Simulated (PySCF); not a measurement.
**`FC1=CC=CC1`: 4 charge schemes on one density**

Species: C₅H₅F.
Numbering: `[F:1][C:2]1=[CH:3][CH:4]=[CH:5][CH2:6]1` (hydrogens: H7 on C3; H8 on C4; H9 on C5; H10, H11 on C6)

Geometry (PBE0-D3(BJ)/def2-SVP, Å), atoms numbered from 1 in this order:
```xyz
11
C5H5F angstrom
F     -1.820    1.514    0.075
C     -0.605    0.998   -0.024
C      0.511    1.609   -0.463
C      1.594    0.625   -0.387
C      1.129   -0.550    0.091
C     -0.337   -0.414    0.372
H      0.592    2.638   -0.810
H      2.625    0.831   -0.679
H      1.701   -1.462    0.257
H     -0.955   -1.121   -0.211
H     -0.585   -0.588    1.434
```

Density: PBE0/pcSseg-1 (PySCF); schemes: Mulliken, IAO, Hirshfeld and ESP-fitted. Isolated species at its PBE0-D3(BJ)/def2-SVP geometry, gas phase.

For which atoms does the sign change between the 4 schemes (beyond +0.03 e in one, beyond −0.03 e in another)?

For none.

Which atoms carry the highest charge in the Mulliken, IAO, Hirshfeld and ESP-fitted schemes?

All schemes agree: Mulliken C2 (+0.229); IAO C2 (+0.292); Hirshfeld C2 (+0.088); ESP-fitted C2 (+0.237).

Tabulate the Mulliken, IAO, Hirshfeld and ESP-fitted charges.

In e:

```
atom         environment  Mulliken     IAO  Hirshfeld  ESP-fitted
  F1      vinyl fluorine    -0.256  -0.250     -0.078      -0.184
  C2  vinylic C–F carbon    +0.229  +0.292     +0.088      +0.237
  C3    alkene CH carbon    -0.160  -0.233     -0.090      -0.266
  C4    alkene CH carbon    -0.083  -0.150     -0.057      -0.172
  C5    alkene CH carbon    -0.186  -0.178     -0.063      -0.293
  C6      allylic carbon    -0.192  -0.298     -0.077      -0.043
  H7    vinylic hydrogen    +0.108  +0.162     +0.054      +0.179
  H8    vinylic hydrogen    +0.098  +0.154     +0.052      +0.173
  H9    vinylic hydrogen    +0.101  +0.153     +0.049      +0.164
 H10  methylene hydrogen    +0.171  +0.174     +0.061      +0.101
 H11  methylene hydrogen    +0.171  +0.175     +0.061      +0.104
```

Mean size of the charges over all atoms: IAO 0.202 e, ESP-fitted 0.174 e, Mulliken 0.160 e, Hirshfeld 0.066 e. Each set sums to the total charge, 0, to within 0.001 e. The Hirshfeld scheme divides the density at each point in proportion to the densities of the neutral, spherically averaged free atoms.

How many electrons does the IAO scheme count on F1?

Z − q = 9 − (-0.250) = 9.250.

How closely do the schemes follow one another over all atoms?

Correlation coefficient and root-mean-square difference: IAO with Hirshfeld 0.99, 0.142 e; Mulliken with IAO 0.98, 0.055 e; Mulliken with Hirshfeld 0.98, 0.103 e; Hirshfeld with ESP-fitted 0.93, 0.127 e; IAO with ESP-fitted 0.89, 0.095 e; Mulliken with ESP-fitted 0.89, 0.086 e.

Sum the charges by element, for elements with more than one atom.

| element | atoms | Mulliken | IAO | Hirshfeld | ESP-fitted |
| --- | --- | --- | --- | --- | --- |
| C | 5 | -0.393 | -0.567 | -0.199 | -0.537 |
| H | 5 | +0.649 | +0.818 | +0.277 | +0.721 |

The run behind these numbers computed NMR shieldings as well. On one thread of an Arm Neoverse V1, shared host, this took 9.6 s of wall time.
